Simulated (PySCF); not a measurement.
# SiFOH: relaxation and vibrations of the singlet

Aim: relax SiFOH as a singlet from a linear start, check by its vibrations whether the end is a minimum, and collect its spectrum and constants.

Program: PySCF 2.14.0. Level of theory: PBE0, basis Si def2-TZVP, F def2-TZVP, O def2-TZVP, H def2-TZVP, no relativity, density fitting. These are calculated values, not measurements.

## 1. Where the work starts

4 atoms, charge 0, spin multiplicity 1.

Bond lengths: Si1–F2 1.800 Å, Si1–O3 1.790 Å, O3–H4 0.960 Å. Angles: F2–Si1–O3 180.0°, Si1–O3–H4 130.0°.

```xyz
4
charge 0 multiplicity 1
Si    0.0000    0.0000    0.0000
F     0.0000    0.0000    1.8000
O     0.0000    0.0000   -1.7900
H     0.7354    0.0000   -2.4071
```

## 2. Finding the electronic state

The steps below are one call of a driver around PySCF. For each, scf.py gives the equivalent set-up of the SCF; relaxations use the driver's own optimiser. After this first run the driver tries any further starts and a stability analysis.

Contents of scf.py:

```python
from pyscf import gto, scf, dft
mol = gto.M(atom='''
Si     0.000000     0.000000     0.000000
F      0.000000     0.000000     1.800000
O      0.000000     0.000000    -1.790000
H      0.735400     0.000000    -2.407100''',
    basis={'Si': 'def2-TZVP', 'F': 'def2-TZVP', 'O': 'def2-TZVP', 'H': 'def2-TZVP'},
    charge=0, spin=0)
mf = dft.RKS(mol, xc='PBE0')
mf.grids.atom_grid = (50, 194)
aux = {'Si': 'def2-universal-JKFIT', 'F': 'def2-universal-JKFIT', 'O': 'def2-universal-JKFIT', 'H': 'def2-universal-JKFIT'}
mf = mf.density_fit(auxbasis=aux)
mf.conv_tol = 1e-08
mf.diis_space = 10
mf.max_cycle = 60
mf.init_guess = 'minao'
mf.verbose = 4
mf.kernel()
```

Run with:

```bash
> OMP_NUM_THREADS=2 python axn.py task.json out
```

What it wrote:

```text
init E= -464.863851897007
  HOMO = -0.265327885655076  LUMO = -0.102556019535855  gap/eV = 4.42925
cycle= 1 E= -464.747257866361  delta_E= 0.117  |g|= 1.02  |ddm|= 1.68
  HOMO = -0.167251465163404  LUMO = -0.0753418960477771  gap/eV = 2.50099
cycle= 2 E= -463.637080669725  delta_E= 1.11  |g|= 2.54  |ddm|= 1.72
  HOMO = -0.253802303243859  LUMO = -0.0869994782070919  gap/eV = 4.53894
cycle= 3 E= -464.936790032673  delta_E= -1.3  |g|= 0.147  |ddm|=  1.3
  HOMO = -0.26804984225619  LUMO = -0.100605226649258  gap/eV = 4.55640
cycle= 4 E= -464.937897464567  delta_E= -0.00111  |g|= 0.169  |ddm|= 0.286
  HOMO = -0.266637467859844  LUMO = -0.098693494197525  gap/eV = 4.56999
cycle= 5 E= -464.942868174576  delta_E= -0.00497  |g|= 0.0296  |ddm|= 0.0894
  HOMO = -0.263793340084206  LUMO = -0.095249387847831  gap/eV = 4.58631
cycle= 6 E= -464.943035993379  delta_E= -0.000168  |g|= 0.00625  |ddm|= 0.0285
  HOMO = -0.26395904909851  LUMO = -0.0950983279468675  gap/eV = 4.59493
cycle= 7 E= -464.9430447251  delta_E= -8.73e-06  |g|= 0.00126  |ddm|= 0.00607
  HOMO = -0.264028090377032  LUMO = -0.0951476862282755  gap/eV = 4.59547
cycle= 8 E= -464.943045162834  delta_E= -4.38e-07  |g|= 0.000336  |ddm|= 0.00204
  HOMO = -0.264020370933395  LUMO = -0.0951330496148733  gap/eV = 4.59566
cycle= 9 E= -464.94304519345  delta_E= -3.06e-08  |g|= 5.18e-05  |ddm|= 0.000369
  HOMO = -0.264023049909227  LUMO = -0.0951366043925979  gap/eV = 4.59563
cycle= 10 E= -464.943045194122  delta_E= -6.72e-10  |g|= 1.46e-05  |ddm|= 7.85e-05
  HOMO = -0.264021879551393  LUMO = -0.0951366063095347  gap/eV = 4.59560
Extra cycle  E= -464.943045194072  delta_E= 5.06e-11  |g|= 2.43e-05  |ddm|= 2.08e-05
converged SCF energy = -464.943045194072
```

This step, with its further starts and checks, took 7.3 s on 2 threads of Arm Neoverse V2, shared host.

The starts that the driver tried:

```
                      start  energy (Eh)
    the minimal-basis guess  -464.943045
a thermally smeared density  -464.943045
      a smeared PBE density  -464.943045
```

No lower closed-shell solution turned up from the other starts or in the test of internal stability.

## 3. Relaxing the singlet from the linear start

The program finds Cs symmetry in the start, which this walk keeps. The walk stops when the largest gradient is under 0.0003 Eh/bohr and the energy has settled too.

scf.py: that of step 2 with these lines changed.

```diff
@@ -3,4 +3,4 @@
-Si     0.000000     0.000000     0.000000
-F      0.000000     0.000000     1.800000
-O      0.000000     0.000000    -1.790000
-H      0.735400     0.000000    -2.407100''',
+Si    -0.011585     0.000000    -0.049084
+F     -0.011585     0.000000     1.750916
+O     -0.011585     0.000000    -1.839084
+H      0.723815     0.000000    -2.456184''',
@@ -16 +15,0 @@
-mf.init_guess = 'minao'
```

The optimiser's trace:

```
step  energy (Eh)  change (kJ/mol)  largest symmetric gradient (Eh/bohr)
   0  -464.943045             0.00                               0.04873
   1  -464.956865           -36.28                               0.01777
   2  -464.976159           -86.94                               0.04932
   3  -465.003625          -159.05                               0.04253
   4  -465.013981          -186.24                               0.05279
   5  -465.024171          -212.99                               0.00829
   6  -465.025427          -216.29                               0.01188
   7  -465.027635          -222.09                               0.02373
   8  -465.029251          -226.33                               0.03215
   9  -465.030437          -229.45                               0.02642
  10  -465.032006          -233.57                               0.01683
  11  -465.033181          -236.65                               0.00345
  12  -465.033209          -236.73                               0.01426
  13  -465.033286          -236.93                               0.01157
  14  -465.033429          -237.30                               0.00114
  15  -465.033431          -237.31                               0.00021
```

The walk took 15 s.

Positions (Å) and forces (eV/Å) along the way:

```
step 0
Si  -0.012   0.000  -0.049  -0.490   0.000  -0.048
F   -0.012   0.000   1.751   0.206   0.000  -2.182
O   -0.012   0.000  -1.839   0.178   0.000   2.506
H    0.724   0.000  -2.456   0.106   0.000  -0.276
step 1
Si  -0.059   0.000  -0.059  -0.914   0.000   0.019
F    0.022   0.000   1.628   0.404   0.000  -0.814
O    0.004   0.000  -1.755   0.746   0.000   0.813
H    0.722   0.000  -2.407  -0.235   0.000  -0.018
step 8
Si  -0.734   0.000  -0.105   0.081   0.000   0.676
F    0.490   0.000   0.961  -0.117   0.000  -0.012
O    0.015   0.000  -1.521   1.322   0.000  -1.654
H    0.917   0.000  -1.928  -1.285   0.000   0.990
step 15
Si  -0.738   0.000  -0.126   0.009   0.000   0.003
F    0.560   0.000   0.843  -0.014   0.000  -0.006
O   -0.046   0.000  -1.610   0.012   0.000   0.000
H    0.913   0.000  -1.701  -0.007   0.000   0.003
```

It settles in Cs symmetry, 237.3 kJ/mol below the start, after 15 steps: O–H 0.963 Å, Si–F 1.620 Å, Si–O 1.637 Å; F–Si–O 101.7°, H–O–Si 120.5°.

## 4. Is it a minimum? Harmonic modes

The point is checked on the finer grid, and tightened if its gradient asks for it. The Hessian and the dipole derivatives come from central differences of analytic gradients, with steps of 0.02 bohr.

scf.py: that of step 3 with these lines changed.

```diff
@@ -3,4 +3,4 @@
-Si    -0.011585     0.000000    -0.049084
-F     -0.011585     0.000000     1.750916
-O     -0.011585     0.000000    -1.839084
-H      0.723815     0.000000    -2.456184''',
+Si    -0.585687     0.000000     0.107628
+F      0.715111     0.000000     1.073060
+O      0.107420     0.000000    -1.375802
+H      1.066651     0.000000    -1.462179''',
@@ -10 +10 @@
-mf.grids.atom_grid = (50, 194)
+mf.grids.atom_grid = (75, 302)
@@ -13 +13 @@
-mf.conv_tol = 1e-08
+mf.conv_tol = 1e-10
```

This SCF starts from the last density.

SCF at the final geometry:

```text
init E= -465.033456592759
  HOMO = -0.284643892824143  LUMO = -0.0571554260113061  gap/eV = 6.19028
cycle= 1 E= -465.033456592727  delta_E= 3.21e-11  |g|= 1.86e-05  |ddm|= 1.19e-05
  HOMO = -0.284643679713149  LUMO = -0.0571553773356044  gap/eV = 6.19027
cycle= 2 E= -465.033456592638  delta_E= 8.89e-11  |g|= 3.09e-05  |ddm|= 1.94e-05
  HOMO = -0.284643753184177  LUMO = -0.05715534726491  gap/eV = 6.19027
cycle= 3 E= -465.033456592777  delta_E= -1.39e-10  |g|= 1.1e-06  |ddm|= 1.22e-05
  HOMO = -0.284643769411218  LUMO = -0.0571553662868922  gap/eV = 6.19027
cycle= 4 E= -465.033456592778  delta_E= -1.02e-12  |g|= 6.66e-08  |ddm|= 4.9e-07
  HOMO = -0.284643781010082  LUMO = -0.0571553761490051  gap/eV = 6.19027
Extra cycle  E= -465.033456592778  delta_E=    0  |g|= 8.33e-08  |ddm|= 1.04e-07
converged SCF energy = -465.033456592778
```

The whole step took 32 s.

Geometry: Cs; O–H 0.963 Å, Si–F 1.620 Å, Si–O 1.637 Å; F–Si–O 101.5°, H–O–Si 120.2°.

Modes, for the most abundant isotopes:

```json
{"symmetry": "a'", "ω (cm⁻¹)": "322", "IR (km/mol)": "39.1", "μ (u)": "4.64"}
{"symmetry": "a''", "ω (cm⁻¹)": "500", "IR (km/mol)": "157", "μ (u)": "1.17"}
{"symmetry": "a'", "ω (cm⁻¹)": "738", "IR (km/mol)": "73.9", "μ (u)": "1.62"}
{"symmetry": "a'", "ω (cm⁻¹)": "836", "IR (km/mol)": "210", "μ (u)": "7.09"}
{"symmetry": "a'", "ω (cm⁻¹)": "904", "IR (km/mol)": "107", "μ (u)": "6.45"}
{"symmetry": "a'", "ω (cm⁻¹)": "3849", "IR (km/mol)": "68.9", "μ (u)": "1.07"}
```

All wavenumbers are real: a minimum.

Constants and moments:

```yaml
Dipole_moment: 1.01 D
Highest_occupied_level: -7.75 eV
Lowest_empty_level: -1.56 eV
Rotational_constants: 0.913, 0.2967, 0.224 cm⁻¹
Zero-point_energy: 42.8 kJ/mol
Principal_polarisabilities: 28.8, 29.4, 33.7 bohr³
Atomisation_energy_without_zero-point_energy: 1544 kJ/mol
Principal_traceless_quadrupole_moments_about_the_centre_of_mass: -6.28, 2.48, 3.80 D Å
Entropy_at_298.15_K_and_1_bar: 266.7 J/(mol K)
Heat_capacity_Cp_at_298.15_K: 53.0 J/(mol K)
Enthalpy_at_298.15_K_above_0_K: 12.11 kJ/mol
Rotational_symmetry_number: 1
```

Populations by atom (charges in e):

| atom | Mulliken | Löwdin | polar tensor | Mayer order to Si1 |
| --- | --- | --- | --- | --- |
| Si1 | 0.46 | 0.02 | 1.03 | – |
| F2 | -0.30 | -0.04 | -0.58 | 1.05 |
| O3 | -0.48 | -0.13 | -0.74 | 1.23 |
| H4 | 0.32 | 0.16 | 0.30 | 0.07 |

Mulliken populations on Si1: s 5.81, p 7.27, d 0.37, f 0.08.

## 5. Would spin polarisation lower it?

At the lowest minimum the closed shell is tested against spin polarisation, on the (50, 194) grid. It is stable.

## 6. What came out

```
                                 quantity                                                                  value
                                  minimum                                                            singlet, Cs
                                 geometry  O–H 0.963 Å, Si–F 1.620 Å, Si–O 1.637 Å; F–Si–O 101.5°, H–O–Si 120.2°
                       wavenumbers (cm⁻¹)           322 (a'), 500 (a''), 738 (a'), 836 (a'), 904 (a'), 3849 (a')
                            dipole moment                                                                 1.01 D
     highest occupied, lowest empty level                                                        -7.75, -1.56 eV
               polar-tensor charge of Si1                                                                +1.03 e
                        zero-point energy                                                            42.8 kJ/mol
                      entropy at 298.15 K                                                        266.7 J/(mol K)
atomisation energy (no zero-point energy)                                                            1544 kJ/mol
```

**Reading.** The linear start keeps its Cs symmetry and ends in a minimum. In the infrared the band at 836 cm⁻¹ (a') leads. Only this shape and spin were tried, so other structures or states may lie lower.

The search up to here took 58 s on 2 threads of Arm Neoverse V2, shared host.
